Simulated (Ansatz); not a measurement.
# BSi: a composite energy at a relaxed geometry

Program: the Python package of Ansatz (0.2.0).

Notebook, run cell by cell (the value of a cell's last expression is shown):

In [1]:
```python
import ansatz
import numpy as np
```

In [2]:
```python
GEOMETRY = """
Si    0.00000    0.00000    0.00000
B     0.00000    0.00000    1.93000
"""
```

In [3]:
```python
molecule = ansatz.Crystal.molecule()
for line in GEOMETRY.strip().splitlines():
    symbol, *xyz = line.split()
    molecule = molecule.atom(symbol, [float(v) for v in xyz])
```

In [4]:
```python
calculation = (
    molecule.calculation()
    .basis(gaussian="def2-SVP")
    .functional("pbe0", dispersion="d4")
    .spin("collinear", total=3)
)
symbols = [site.symbol for site in molecule.cartesian_sites]
start = np.array([site.position_ang for site in molecule.cartesian_sites], dtype=float)
summary = calculation.relax(force_tolerance=0.01).run(threads=1, backend="cpu").report
end = np.array(summary["positions_ang"])
print("final positions (A) and the move of each atom")
for symbol, xyz, old in zip(symbols, end, start):
    print(f"{symbol:2s} {xyz[0]:10.5f} {xyz[1]:10.5f} {xyz[2]:10.5f}   {np.linalg.norm(xyz - old):7.4f}")
```
```text
final positions (A) and the move of each atom
Si    0.00000   -0.00000    0.01042    0.0104
B    -0.00000    0.00000    1.91958    0.0104
```

In [5]:
```python
minimum = ansatz.Crystal.molecule()
for symbol, place in zip(symbols, end):
    minimum = minimum.atom(symbol, place.tolist())
at_minimum = minimum.calculation().spin("collinear", total=3)
# MP2 extrapolated to the basis limit, plus the small-basis difference CCSD(T) - MP2
level = lambda method, basis: at_minimum.basis(gaussian=basis).correlation(method).run(threads=1, backend="cpu").report
small, large, cluster = level("mp2", "cc-pVDZ"), level("mp2", "cc-pVTZ"), level("ccsd_t", "cc-pVDZ")
corr = lambda each: (each["free_energy_ev"] - each["reference_energy_ev"]) / 27.211386246
mp2_limit = (27 * corr(large) - 8 * corr(small)) / 19
pieces = {"HF / cc-pVTZ": large["reference_energy_ev"] / 27.211386246, "MP2 correlation, DZ-TZ limit": mp2_limit, "CCSD(T) - MP2 / cc-pVDZ": corr(cluster) - corr(small)}
for name, value in pieces.items():
    print(f"{name:32s} {value:14.6f} Ha")
print(f"{'sum':32s} {sum(pieces.values()):14.6f} Ha")
print("T1 diagnostic", round(cluster["correlation"]["coupled_cluster"]["t1_diagnostic"], 4))
```
```text
HF / cc-pVTZ                        -313.474719 Ha
MP2 correlation, DZ-TZ limit          -0.142285 Ha
CCSD(T) - MP2 / cc-pVDZ               -0.037938 Ha
sum                                 -313.654943 Ha
T1 diagnostic 0.0424
```

Total energies depend on the basis set; only differences at equal settings carry meaning. The sum leaves out core correlation, relativity, the Hartree-Fock basis error and zero-point energy; a DZ-TZ extrapolation is rough. The species is open-shell (spin multiplicity 4). Inner cores stay frozen, so this is valence correlation. For Al to Cl the sets with a tight d function, cc-pV(X+d)Z, are usual. The spin state was assumed, and another may lie lower. An extrapolation from small basis sets is rough. It ran for 5 s on 1 thread of Arm Neoverse V1, with other jobs on the host, peak memory 0.17 GiB.
